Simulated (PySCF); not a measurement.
# How well do the runs reproduce experiment for 1,3,4-thiadiazole?

**The experiment to reproduce.**

From NIST CCCBDB Release 22 (SRD 101), experimental dipoles, for the gas: dipole moment 3.28 ± 0.03 D.

The results are set against them at the end.

Compound: 1,3,4-thiadiazole, C2H2N2S.
SMILES with atom numbers: `[cH:1]1[n:2][n:3][cH:4][s:5]1` (hydrogens: H6 on C1; H7 on C4)

Geometry (GFN2-xTB, Å), atoms numbered from 1 in this order:
```xyz
7
C2H2N2S angstrom
C      1.1656    0.1274    0.0119
N      0.7246   -0.9077    0.6237
N     -0.5958   -0.9556    0.6974
C     -1.1760    0.0417    0.1415
S     -0.0814    1.1948   -0.5607
H      2.2047    0.3335   -0.1441
H     -2.2383    0.1709    0.1028
```

The PySCF runs (gas phase, on this GFN2-xTB geometry; no spin–orbit coupling):

| level | job | basis functions | wall time |
| --- | --- | --- | --- |
| PBE0/pcSseg-1 | shieldings, ring-centre shieldings, charges and field gradients | 102 | 5.6 s |

Hardware: an x86-64 server with one thread, shared host.

**Comparison with experiment**

**Dipole moment.** Measured: 3.28 D (NIST CCCBDB Release 22 (SRD 101), experimental dipoles).

```json
{"level": "PBE0/pcSseg-1", "computed (D)": "3.21", "computed − measured (D)": "-0.07", "% (from the printed values)": "-2"}
```

The computed dipoles belong to one fixed geometry; measured ones are averaged over vibrations unless marked μe. Magnitudes are compared, not signs.

No measured geometry was used, and the causes of the misses weren't examined.
